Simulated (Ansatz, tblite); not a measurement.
Forces on P5⁺ at its B3LYP-D4/def2-SVP geometry. The state is a singlet with charge 1.

The xTB rows come from tblite. The restricted singlet is unstable towards broken spin symmetry at other levels; at PBE-D4/def2-TZVP this wasn't settled. Another isomer (singlet) lies 1.78 eV lower at PBE0-D4/def2-TZVP; other spin states weren't run for this one.

GFN1-xTB (tblite), largest force 1.58 eV/Å:

```xyz
5
positions Å, forces eV/Å
P    -0.486    0.589    0.716    0.734   -0.890   -1.080
P     1.601   -0.507    1.128   -0.592    0.004    0.170
P     1.720    1.055   -0.087   -0.572    0.224    0.007
P    -1.363    0.218   -1.479    0.225    0.447    0.360
P    -1.471   -1.355   -0.278    0.205    0.215    0.544
```

GFN2-xTB (tblite), largest force 1.40 eV/Å:

```
P 0.651 -0.789 -0.956
P -0.526 0.033 0.124
P -0.519 0.165 0.028
P 0.203 0.367 0.341
P 0.191 0.225 0.463
```

PBE-D4/def2-TZVP (Ansatz), largest force 0.53 eV/Å:

```
P 0.245 -0.300 -0.360
P -0.234 -0.008 0.038
P -0.228 0.065 -0.012
P 0.113 0.161 0.132
P 0.104 0.082 0.203
```
